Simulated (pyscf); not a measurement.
HO–Si(OH)(OH)–OH (SMILES O[Si](O)(O)O) + HO–SiH₃ (SMILES O[SiH3]) → HO–SiH₂–O–Si(OH)(OH)–OH (SMILES O[SiH2]O[Si](O)(O)O) + H₂ (SMILES [H][H]), a four-centre exchange (singlet surface; H–O, H–Si broken, O–Si, H–H formed). Single points on ωB97X-D3(BJ)/def2-SVP structures (PySCF, gas phase). Energies in kcal/mol from the separated reactants.

GFN2-xTB: tblite. 

Problem. In single points GFN2-xTB puts the saddle at 30.2 kcal/mol and the reaction energy at -21.5 kcal/mol. Should these be trusted to within a few kcal/mol? Compare with ωB97M-D3(BJ)/def2-TZVP.

Solution. ωB97M-D3(BJ)/def2-TZVP gives ΔE‡ = 30.0 kcal/mol and ΔE = -27.5 kcal/mol. GFN2-xTB lies 0.1 kcal/mol over it in the barrier and 5.9 kcal/mol over it in the reaction energy, so on this step it does not hold to within 3.0 kcal/mol. ωB97M-D3(BJ)/def2-TZVP has limits of its own. On the reactant side the descent ends in a complex (not fully relaxed), 5.9 kcal/mol under the separated species and 35.1 kcal/mol under the saddle at ωB97X-D3(BJ)/def2-TZVP. This is the saddle that the search found; another between the same sides may lie lower.
